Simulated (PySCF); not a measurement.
## How well do the runs reproduce experiment for C3H7Cl?

**The experiment to reproduce.**

NIST CCCBDB Release 22 (SRD 101), experimental dipoles lists, for the gas: dipole moment (dielectric constant and refractivity) 2.17 D.

How close the calculation comes is told at the end.

C3H7Cl.
Atom-mapped SMILES: `[CH3:1][CH:2]([CH3:3])[Cl:4]` (hydrogens: H5, H6, H7 on C1; H8 on C2; H9, H10, H11 on C3)

Geometry (GFN2-xTB, Å), atoms numbered from 1 in this order:
```xyz
11
C3H7Cl angstrom
C     -1.2776   -0.0949   -0.1753
C      0.0933    0.5536   -0.1123
C      1.1593   -0.3829    0.4263
Cl     0.5631    1.0741   -1.7703
H     -2.0116    0.5936   -0.5860
H     -1.5914   -0.3827    0.8260
H     -1.2479   -0.9835   -0.8013
H      0.0565    1.4728    0.4784
H      0.9168   -0.6594    1.4505
H      2.1345    0.0973    0.4165
H      1.2104   -1.2853   -0.1784
```

Runs made with PySCF (gas phase, on this GFN2-xTB geometry; no spin–orbit coupling):

```
        level                                      job  basis functions  wall time
PBE0/pcSseg-1  shieldings, charges and field gradients              110      9.3 s
```

Hardware: Arm Neoverse V1, one thread (shared host).

Results beside the measurements:

**Dipole moment.** Measured: 2.17 D (NIST CCCBDB Release 22 (SRD 101), experimental dipoles).

```
        level  computed (D)  computed − measured (D)  % (from the printed values)
PBE0/pcSseg-1          2.24                    +0.07                           +3
```

The computed dipoles belong to one fixed geometry; measured ones are averaged over vibrations unless marked μe. Magnitudes are compared, not signs.

No measured geometry was used, and the causes of the misses weren't examined.
